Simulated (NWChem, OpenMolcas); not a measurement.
# The same job for OpenMolcas

This NWChem 7.3.0 job computes SiH4 (silane):

nw.nw:
```
start nw
memory total 2200 mb

geometry units angstroms noautosym nocenter noautoz
  Si       0.000000       0.000000      -0.000100
  H        0.967600      -0.688400       0.890900
  H       -1.331000       0.044900       0.656000
  H       -0.105100      -0.740300      -1.282600
  H        0.468500       1.383800      -0.264200
end

basis "ao basis" spherical bse
  * library cc-pVTZ
end

scf
  thresh 1e-08
  maxiter 80
  print low
end

ccsd
  freeze core 5
  maxiter 60
end

task ccsd(t) energy
```

```bash
$ nwchem nw.nw > nw.out
```

The shape is that of a PBE0-D4/def2-TZVP optimisation.

It gives a total energy of -291.437344 Eh.

Task: How is this level of theory, on these atoms, set up in OpenMolcas 26.06 as an input file of the program's own?

Result: For example:

geom.xyz:
```
5

Si     0.000000     0.000000    -0.000100
H      0.967600    -0.688400     0.890900
H     -1.331000     0.044900     0.656000
H     -0.105100    -0.740300    -1.282600
H      0.468500     1.383800    -0.264200
```

mol.inp:
```
&GATEWAY
 BASLIB
 $CurrDir
 COORD
 geom.xyz
 BASIS
 cc-pVTZ
 GROUP
 NoSym

&SEWARD

&SCF
 THRESHOLDS
 1e-10 1e-07 1e-07 1e-05
 PRORBITALS
 1 1

&RASSCF
 FILEORB
 $Project.ScfOrb
 SPIN
 1
 NACTEL
 0 0 0
 INACTIVE
 9
 RAS2
 0
 OUTORBITALS
 Canonical
 ORBLISTING
 Nothing

&MOTRA
 JOBIPH
 FROZEN
 5

&CCSDT
 CCT
 TRIPLES
 2
 ITERATIONS
 80
 ACCURACY
 1e-08
 EXTRAPOLATION
 5 4
```

```bash
$ export MOLCAS_MEM=1860
$ pymolcas mol.inp > mol.log
```

(Basis files named in the input come from the Basis Set Exchange and aren't shown.)

Its energy is -291.437344 Eh, 0.000 mEh from the first.
